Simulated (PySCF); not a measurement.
The group X on vinyl-X is varied. Isolated molecules, 0 K electronic values unless said otherwise. One relaxed conformer stands for each flexible species; it need not be the lowest. Strings in code marks are SMILES.

All values below come from TPSSh-D3(BJ)/def2-TZVP // B3LYP-D3(BJ)/def2-TZVP in PySCF. All candidates: neutral, multiplicity 1. Excitations are Tamm–Dancoff values on a coarser integration grid. The basis has no diffuse functions, so Rydberg states are missing or too high.

- brightest of the four lowest singlets (TDA) = 5.46 eV
- S1 excitation (TDA) = 2.13 eV
- HOMO = -5.85 eV

### Question
Name which member has these values.
A) `C=C[SeH]` (C–C–Se–H torsion 0°)
B) `C=CC=S` (C–C–C–S torsion 180°)
C) `C=CC#N`
D) `C=CI`

### Answer
B, `C=CC=S` (C–C–C–S torsion 180°). The others give `C=CI`: 5.77 eV, 4.86 eV, -6.51 eV; `C=C[SeH]` (C–C–Se–H torsion 0°): 5.69 eV, 4.85 eV, -5.83 eV; `C=CC#N`: 6.59 eV, 6.12 eV, -7.78 eV
